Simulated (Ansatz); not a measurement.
`[CH3][AlH][SH]`, charge 0, multiplicity 1.

Give a relaxed structure at PBE0-D4/def2-TZVP (Ansatz 0.2.0). (Estimate.)

The calculation gave: 
Z-matrix (Å, degrees):
```
C
Al 1 1.943
H 1 1.092 2 112.5
H 1 1.095 2 110.7 3 120.9
H 1 1.095 2 110.8 3 -121.0
S 2 2.188 1 118.2 3 -0.6
H 2 1.585 1 124.4 3 179.4
H 6 1.344 2 93.8 1 -180.0
```
Point group Cs.
